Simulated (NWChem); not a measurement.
All runs are NWChem calculations. System: H4Si, charge 0, spin multiplicity 1, at a geometry optimised with PBE/def2-SVP. The structure started from a generated list of species. Level: RHF/def2-TZVP.

Input file:

```
start mol
memory heap 200 mb stack 900 mb global 1100 mb
geometry units angstroms nocenter noautoz
  Si     0.000000     0.000000     0.000000
  H      1.227272     0.000000    -0.867828
  H     -1.227272     0.000000    -0.867828
  H      0.000000     1.227272     0.867828
  H      0.000000    -1.227272     0.867828
  symmetry group C2v
end
basis spherical
  * library def2-tzvp
end
scf
  rhf
  nopen 0
  maxiter 100
  thresh 1e-7
  semidirect memsize 60000000 filesize 0
end
task scf energy
```

Output (cleaned and shortened):

```
             Northwest Computational Chemistry Package (NWChem) 7.3.0
             --------------------------------------------------------

                                NWChem Input Module
                                -------------------

 Scaling coordinates for geometry "geometry" by  1.889725989
 (inverse scale =  0.529177249)

 Turning off AUTOSYM since
 SYMMETRY directive was detected!

                             Geometry "geometry" -> ""
                             -------------------------

 Output coordinates in angstroms (scale by  1.889725989 to convert to a.u.)

  No.       Tag          Charge          X              Y              Z
 ---- ---------------- ---------- -------------- -------------- --------------
    1 Si                  14.0000     0.00000000     0.00000000     0.00000000
    2 H                    1.0000     1.22727200     0.00000000    -0.86782800
    3 H                    1.0000    -1.22727200     0.00000000    -0.86782800
    4 H                    1.0000     0.00000000     1.22727200     0.86782800
    5 H                    1.0000     0.00000000    -1.22727200     0.86782800

 Effective nuclear repulsion energy (a.u.)      21.0086891927

            Nuclear Dipole moment (a.u.)
            ----------------------------
        X                 Y               Z
 ---------------- ---------------- ----------------
     0.0000000000     0.0000000000     0.0000000000

      Symmetry information
      --------------------

 Group name             C2v
 Group number             16
 Group order               4
 No. of unique centers     3

      Symmetry unique atoms

     1    2    4


 Summary of "ao basis" -> "" (spherical)
 ------------------------------------------------------------------------------
       Tag                 Description            Shells   Functions and Types
 ---------------- ------------------------------  ------  ---------------------
 *                         def2-tzvp                  on all atoms

 Summary of "ao basis" -> "ao basis" (spherical)
 ------------------------------------------------------------------------------
       Tag                 Description            Shells   Functions and Types
 ---------------- ------------------------------  ------  ---------------------
 Si                        def2-tzvp                13       37   5s5p2d1f
 H                         def2-tzvp                 4        6   3s1p

                                 NWChem SCF Module
                                 -----------------

  ao basis        = "ao basis"
  functions       =    61
  atoms           =     5
  closed shells   =     9
  open shells     =     0
  charge          =   0.00
  wavefunction    = RHF
  use symmetry    = T
  symmetry adapt  = T

 Summary of "ao basis" -> "ao basis" (spherical)
 ------------------------------------------------------------------------------
       Tag                 Description            Shells   Functions and Types
 ---------------- ------------------------------  ------  ---------------------
 Si                        def2-tzvp                13       37   5s5p2d1f
 H                         def2-tzvp                 4        6   3s1p

      Symmetry analysis of basis
      --------------------------

        a1         26
        a2          5
        b1         15
        b2         15

 Forming initial guess at       0.0s

      Superposition of Atomic Density Guess
      -------------------------------------

 Sum of atomic energies:        -290.83464730
[...]
     1 a1          2 a1          3 a1          4 b1          5 b2
     6 a1          7 a1          8 b2          9 b1         10 b2
    11 b1         12 a1         13 a1         14 a1         15 b1
    16 b2         17 a1         18 a2         19 a1

 Starting SCF solution at       0.1s

 ----------------------------------------------
         Quadratically convergent ROHF

 Convergence threshold     :          1.000E-07
 Maximum no. of iterations :          100
 Final Fock-matrix accuracy:          1.000E-09
 ----------------------------------------------

              iter       energy          gnorm     gmax       time
             ----- ------------------- --------- --------- --------
                 1     -291.2391008380  3.31D-01  1.33D-01      0.1
                 2     -291.2563111895  6.76D-02  2.04D-02      0.2
                 3     -291.2568148427  4.38D-03  1.35D-03      0.2
                 4     -291.2568178499  1.05D-05  2.92D-06      0.2
                 5     -291.2568178499  9.05D-10  3.87D-10      0.2

       Final RHF  results
       ------------------

         Total SCF energy =   -291.256817849933
      One-electron energy =   -444.965290936981
      Two-electron energy =    132.699783894352
 Nuclear repulsion energy =     21.008689192696

        Time for solution =      0.1s

       Symmetry analysis of molecular orbitals - final
       -----------------------------------------------

  Numbering of irreducible representations:

     1 a1          2 a2          3 b1          4 b2

  Orbital symmetries:

     1 a1          2 a1          3 b1          4 b2          5 a1
     6 a1          7 a1          8 b2          9 b1         10 b2
    11 b1         12 a1         13 a1         14 a1         15 b1
    16 b2         17 a1         18 a2         19 a1

             Final eigenvalues
             -----------------

              1
    1  -68.7784
    2   -6.1276
    3   -4.2338
    4   -4.2338
    5   -4.2338
    6   -0.7249
    7   -0.4835
    8   -0.4835
    9   -0.4835
   10    0.1424
   11    0.1424
   12    0.1424
   13    0.1646
   14    0.2818
   15    0.2818
   16    0.2818
   17    0.3323
   18    0.3323
   19    0.4221

                       ROHF Final Molecular Orbital Analysis
                       -------------------------------------

 Vector    7  Occ=2.000000D+00  E=-4.834962D-01  Symmetry=a1
              MO Center=  2.2D-11,  3.3D-11,  2.0D-14, r^2= 2.5D+00
   Bfn.  Coefficient  Atom+Function         Bfn.  Coefficient  Atom+Function
  ----- ------------  ---------------      ----- ------------  ---------------
    17      0.307464  1 Si pz                39     -0.163479  2 H  s
    45     -0.163479  3 H  s                 51      0.163479  4 H  s
    57      0.163479  5 H  s

 Vector    8  Occ=2.000000D+00  E=-4.834933D-01  Symmetry=b2
              MO Center= -7.6D-17, -3.2D-11,  6.2D-01, r^2= 2.1D+00
   Bfn.  Coefficient  Atom+Function         Bfn.  Coefficient  Atom+Function
  ----- ------------  ---------------      ----- ------------  ---------------
    16      0.307464  1 Si py                51      0.231195  4 H  s
    57     -0.231195  5 H  s

 Vector    9  Occ=2.000000D+00  E=-4.834933D-01  Symmetry=b1
              MO Center= -2.2D-11,  4.9D-17, -6.2D-01, r^2= 2.1D+00
   Bfn.  Coefficient  Atom+Function         Bfn.  Coefficient  Atom+Function
  ----- ------------  ---------------      ----- ------------  ---------------
    15      0.307464  1 Si px                39      0.231195  2 H  s
    45     -0.231195  3 H  s

 Vector   10  Occ=0.000000D+00  E= 1.424090D-01  Symmetry=b2
              MO Center=  5.4D-19,  9.1D-12, -5.7D-01, r^2= 5.1D+00
   Bfn.  Coefficient  Atom+Function         Bfn.  Coefficient  Atom+Function
  ----- ------------  ---------------      ----- ------------  ---------------
    19      1.893164  1 Si py                52     -1.320663  4 H  s
    58      1.320663  5 H  s

 Vector   11  Occ=0.000000D+00  E= 1.424090D-01  Symmetry=b1
              MO Center=  9.6D-12,  4.6D-18,  5.7D-01, r^2= 5.1D+00
   Bfn.  Coefficient  Atom+Function         Bfn.  Coefficient  Atom+Function
  ----- ------------  ---------------      ----- ------------  ---------------
    18      1.893164  1 Si px                40     -1.320663  2 H  s
    46      1.320663  3 H  s

 Vector   12  Occ=0.000000D+00  E= 1.424116D-01  Symmetry=a1
              MO Center=  2.3D-10,  3.1D-10,  1.0D-13, r^2= 5.5D+00
   Bfn.  Coefficient  Atom+Function         Bfn.  Coefficient  Atom+Function
  ----- ------------  ---------------      ----- ------------  ---------------
    20      1.893229  1 Si pz                40      0.933881  2 H  s
    46      0.933881  3 H  s                 52     -0.933881  4 H  s
    58     -0.933881  5 H  s

 center of mass
 --------------
 x =   0.00000000 y =   0.00000000 z =   0.00000000

 moments of inertia (a.u.)
 ------------------
          21.683644189977           0.000000000000           0.000000000000
           0.000000000000          21.683644189977           0.000000000000
           0.000000000000           0.000000000000          21.683253242821

  Mulliken analysis of the total density
  --------------------------------------

    Atom       Charge   Shell Charges
 -----------   ------   -------------------------------------------------------
    1 Si  14    13.80   2.00  0.58  1.39  0.82  0.44  4.12  1.73  0.52  1.49  0.40  0.12  0.16  0.02
    2 H    1     1.05   0.24  0.56  0.24  0.01
    3 H    1     1.05   0.24  0.56  0.24  0.01
    4 H    1     1.05   0.24  0.56  0.24  0.01
    5 H    1     1.05   0.24  0.56  0.24  0.01

       Multipole analysis of the density wrt the origin
       ------------------------------------------------

     L   x y z        total         open         nuclear
     -   - - -        -----         ----         -------
     0   0 0 0      0.000000      0.000000     18.000000

     1   1 0 0      0.000000      0.000000      0.000000
     1   0 1 0     -0.000000      0.000000      0.000000
     1   0 0 1     -0.000000      0.000000      0.000000

     2   2 0 0    -12.574524      0.000000     10.757450
     2   1 1 0      0.000000      0.000000      0.000000
     2   1 0 1      0.000000      0.000000      0.000000
     2   0 2 0    -12.574524      0.000000     10.757450
     2   0 1 1     -0.000000      0.000000      0.000000
     2   0 0 2    -12.574538      0.000000     10.757837

 Task  times  cpu:        0.2s     wall:        0.2s

 Total times  cpu:        0.2s     wall:        0.2s
```
